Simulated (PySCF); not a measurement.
C2N- anion, C₂N (charge -1 and triplet state).
Geometry (PBE0-D3(BJ)/def2-SVP, Å), atoms numbered from 1 in this order:
```
atom  x, y, z in Å
C1     0.9724   -0.5858   -0.5616
C2    -0.0339    0.1170    0.0142
N3    -0.9322    0.7450    0.5291
```

The species is C2N- anion (`[C-]C#N`) [triplet] (charge -1).

Computed with UKS B3LYP, IGLO-III on C N, non-relativistic, mean-field spin-orbit, GIAO (PySCF 2.14.0). Spin–spin part from the singly occupied natural orbitals, spin–orbit part to second order with van Wüllen's prefactor. Whether the extra electron is bound in the gas phase wasn't checked; a finite basis holds it in any case. The geometry's basis has no diffuse functions, a weakness for an anion.

(1) Give D and E of this S = 1 state, with their spin–spin and spin–orbit parts.

(2) What is D as a frequency, a field and a temperature?

(3) What are the three sublevel energies at zero field and the gaps between them?

(4) How are these sublevels filled in thermal equilibrium at 10 K and zero field?

(5) Where do the strong lines fall at 93.667 GHz with the field along each axis of D (isotropic g = 2.0027, hyperfine left aside, microwave field at right angles)?

Answers

(1) D = +0.594 cm⁻¹ and E = 0.000 cm⁻¹, with E given the sign of D (E/D = 0.00; 0 is axial, 1/3 the rhombic limit). Point group C∞v requires E = 0. Diagonalised alone, the spin–spin tensor gives D = +0.454, E = 0.000 and the spin–orbit tensor D = +0.140, E = 0.000 cm⁻¹; in size the spin–spin D is 3.2 times the other. Largest spin populations (Mulliken): C1 (+1.46), N3 (+0.86) and C2 (-0.32). The positive populations add up to 2.32 and the negative ones to -0.32, together 2S = 2.

(2) D = +17.81 GHz = +635.4 mT (with g_iso = 2.0027) = +0.855 K = +73.7 μeV.

(3) With H = D(Sz² − 2/3) + E(Sx² − Sy²): Tz at -0.396 cm⁻¹, Tx at +0.198 cm⁻¹, Ty at +0.198 cm⁻¹. The gaps are |D| − |E| = 17.81 GHz, |D| + |E| = 17.81 GHz and 2|E| = 0.00 GHz.

(4) kT = 6.95 cm⁻¹, so the Boltzmann shares are Tz 35.3 %, Tx 32.4 %, Ty 32.4 %.

(5) From exact diagonalisation up to 9600 mT, keeping lines above a fifth of the strength of a high-field Δm = ±1 line:

```csv
field along,resonance fields (mT)
x,"3007, 3646"
y,"3007, 3646"
z,"2706, 3977"
```

Without D the line would be at 3342 mT. The microwave quantum is 3.124 cm⁻¹, against |D| + |E| = 0.594 cm⁻¹; each axis gives a pair, one line on either side of the centre.

Natural occupations around the open shell: 1.993, 1.000, 1.000, 0.007. ⟨S²⟩ = 2.0344 against the exact 2.0000, so spin contamination is small.

Principal g values: 2.0022, 2.0029, 2.0029.

On an Arm Neoverse V1 with one thread, no GPU, shared host with 32 logical CPUs at a one-minute load of 14, this took 9.1 s (with the writing of density and orbital grids) and 0.34 GiB of memory at its peak.
